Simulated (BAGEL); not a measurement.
# AlH3Cl− (SMILES [AlH3-][Cl]): HF/6-31G(d) (density fitting with qzvpp-jkfit, spherical functions)

Aim: the vertical singlet–triplet gap of AlH3Cl− at HF/6-31G* (density fitting with qzvpp-jkfit, spherical functions), from 2 runs. 

The results are computed with BAGEL 1.2.2.

1 further run of the same task is left out (it didn't finish).

## Step 1: The structure to begin with

The species is AlH3Cl− (5 atoms), meant as a singlet with charge -1. SMILES: `[AlH3-][Cl]`. Geometry: a GFN2-xTB relaxation, a rough one for these elements and not checked as a minimum.

Bond lengths: Al1–Cl2 2.098 Å, Al1–H3 1.609 Å, Al1–H4 1.608 Å, Al1–H5 1.608 Å. Angles: Cl2–Al1–H3 107.0°, Cl2–Al1–H4 107.0°, Cl2–Al1–H5 107.1°, H3–Al1–H4 111.8°, H3–Al1–H5 111.7°, H4–Al1–H5 111.8°.

## Step 2: A single-point energy at HF/6-31G(d) (density fitting with qzvpp-jkfit, spherical functions)

File input.json:

```json
{ "bagel": [

{
  "title": "molecule",
  "basis": "6-31gs.json",
  "df_basis": "qzvpp-jkfit",
  "angstrom": true,
  "geometry": [
    { "atom": "Al", "xyz": [    0.109160,   -0.000440,   -0.082500 ] },
    { "atom": "Cl", "xyz": [   -1.562720,   -0.002110,    1.184250 ] },
    { "atom": "H", "xyz": [    0.226090,    1.478490,   -0.704190 ] },
    { "atom": "H", "xyz": [   -0.160190,   -1.106410,   -1.218300 ] },
    { "atom": "H", "xyz": [    1.387660,   -0.369540,    0.820730 ] }
  ]
},
{ "title": "hf", "charge": -1 },
{ "title": "print", "file": "orbitals.molden", "orbitals": true }

]}
```

The basis set 6-31G* is read from a file made from the Basis Set Exchange's data (not shown).

Run with:

```sh
$ BAGEL_NUM_THREADS=1 BAGEL input.json > input.out
```

Standard output:

```text
* using 1 threads per process

  ===============================================================
  ===============================================================

  *** Geometry ***

  { "atom" : "Al", "xyz" : [      0.206283,     -0.000831,     -0.155902 ] },
  { "atom" : "Cl", "xyz" : [     -2.953113,     -0.003987,      2.237908 ] },
  { "atom" : "H", "xyz" : [      0.427248,      2.793941,     -1.330726 ] },
  { "atom" : "H", "xyz" : [     -0.302715,     -2.090812,     -2.302253 ] },
  { "atom" : "H", "xyz" : [      2.622297,     -0.698329,      1.550955 ] },

  Number of auxiliary basis functions:      310

  Since a DF basis is specified, we compute 2- and 3-index integrals:
    o Being stored without compression. Storage requirement is 0.004 GB

  Number of basis functions:       42
  Number of electrons      :       33

    * METHOD: MOLECULE                             0.07

  *** RHF ***

  === Nuclear Repulsion ===
    78.1966897829

      * DIIS with orbital gradients will be used.

  === RHF iteration (6-31gs.json) ===
      0       -703.17625678          0.00946751           0.01
      1       -703.21194826          0.00286618           0.01
      2       -703.21485108          0.00071236           0.01
      3       -703.21507771          0.00007894           0.01
      4       -703.21507998          0.00002308           0.01
      5       -703.21508015          0.00000642           0.01
      6       -703.21508017          0.00000081           0.01
      7       -703.21508017          0.00000010           0.01
      8       -703.21508017          0.00000003           0.01
      9       -703.21508017          0.00000001           0.01
    * SCF iteration converged.

    * Permanent dipole moment:
           (    0.736365,     0.003167,    -0.558751) a.u.

    * METHOD: HF                                   0.16

    * METHOD: PRINT                                0.01

  ===============================================================
```

It took 0.46 s on 1 thread of AMD EPYC 7B13 (Zen 3), shared host; peak memory 0.079 GiB.

## Step 3: The triplet, same level

File job.json:

```json
{ "bagel" : [

{
  "title" : "molecule",
  "basis" : "6-31gs.json",
  "df_basis" : "qzvpp-jkfit",
  "angstrom" : true,
  "geometry" : [
    { "atom" : "Al", "xyz" : [    0.109160,   -0.000440,   -0.082500 ] },
    { "atom" : "Cl", "xyz" : [   -1.562720,   -0.002110,    1.184250 ] },
    { "atom" : "H", "xyz" : [    0.226090,    1.478490,   -0.704190 ] },
    { "atom" : "H", "xyz" : [   -0.160190,   -1.106410,   -1.218300 ] },
    { "atom" : "H", "xyz" : [    1.387660,   -0.369540,    0.820730 ] }
  ]
},
{
  "title" : "uhf",
  "charge" : -1,
  "nopen" : 2
},
{
  "title" : "print",
  "file" : "orbitals.molden",
  "orbitals" : true
}

]}
```

The basis set 6-31G* is read from a file made from the Basis Set Exchange's data (not shown).

Run with:

```sh
$ BAGEL_NUM_THREADS=1 BAGEL job.json > job.out
```

Standard output:

```text
* using 1 threads per process

  ===============================================================
  ===============================================================

  *** Geometry ***

  { "atom" : "Al", "xyz" : [      0.206283,     -0.000831,     -0.155902 ] },
  { "atom" : "Cl", "xyz" : [     -2.953113,     -0.003987,      2.237908 ] },
  { "atom" : "H", "xyz" : [      0.427248,      2.793941,     -1.330726 ] },
  { "atom" : "H", "xyz" : [     -0.302715,     -2.090812,     -2.302253 ] },
  { "atom" : "H", "xyz" : [      2.622297,     -0.698329,      1.550955 ] },

  Number of auxiliary basis functions:      310

  Since a DF basis is specified, we compute 2- and 3-index integrals:
    o Being stored without compression. Storage requirement is 0.004 GB

  Number of basis functions:       42
  Number of electrons      :       33

    * METHOD: MOLECULE                             0.07

  *** Open-shell HF ***

  === Nuclear Repulsion ===
    78.1966897829

      * DIIS with orbital gradients will be used.

  === UHF iteration (6-31gs.json) ===
      0       -702.89495233          0.02097168           0.02
      1       -702.94765443          0.00834336           0.02
      2       -702.95720798          0.00330941           0.02
      3       -702.95978062          0.00193482           0.02
      4       -702.96165079          0.00117693           0.02
      5       -702.96247045          0.00060520           0.02
      6       -702.96265730          0.00048272           0.02
      7       -702.96278915          0.00047259           0.02
      8       -702.96289300          0.00046971           0.02
      9       -702.96306825          0.00045550           0.02
     10       -702.96377197          0.00034967           0.02
     11       -702.96347529          0.00043763           0.02
     12       -702.96394156          0.00016775           0.02
     13       -702.96395673          0.00026873           0.02
     14       -702.96402788          0.00016483           0.02
     15       -702.96402373          0.00013773           0.02
     16       -702.96403576          0.00006289           0.02
     17       -702.96403860          0.00001629           0.02
     18       -702.96403905          0.00001189           0.02
     19       -702.96403917          0.00000404           0.02
     20       -702.96403919          0.00000228           0.02
     21       -702.96403920          0.00000165           0.02
     22       -702.96403920          0.00000131           0.02
     23       -702.96403920          0.00000083           0.02
     24       -702.96403921          0.00000036           0.02
     25       -702.96403921          0.00000019           0.02
     26       -702.96403921          0.00000013           0.02
     27       -702.96403921          0.00000008           0.02
     28       -702.96403921          0.00000005           0.02
     29       -702.96403921          0.00000002           0.02
     30       -702.96403921          0.00000002           0.02
     31       -702.96403921          0.00000001           0.02
     32       -702.96403921          0.00000001           0.02
     33       -702.96403921          0.00000001           0.02
    * SCF iteration converged.

    * S^2 (UHF) is 2.0091

    * Permanent dipole moment:
           (    1.697948,    -1.169894,    -0.866523) a.u.

    * METHOD: UHF                                  0.75

    * METHOD: PRINT                                0.01

  ===============================================================
```

Run time: 1.1 s. Hardware: 1 thread of AMD EPYC 7B13 (Zen 3), shared host; peak memory 0.079 GiB.

## Step 4: What came out

Level: HF/6-31G* (density fitting with qzvpp-jkfit, spherical functions).

| quantity | value |
| --- | --- |
| singlet: total energy | -703.21508 Eh |
| singlet: HOMO energy | -5.36 eV |
| singlet: LUMO energy | 7.94 eV |
| singlet: HOMO–LUMO gap (to an unbound level, set by the basis) | 13.30 eV |
| triplet: total energy | -702.96404 Eh |
| triplet: ⟨S²⟩ | 2.009 |
| vertical energy of the triplet above the singlet | 6.831 eV |

In words: At this shape the triplet lies 6.83 eV (158 kcal/mol) above the singlet. For an anion a state so high probably lies above electron detachment.
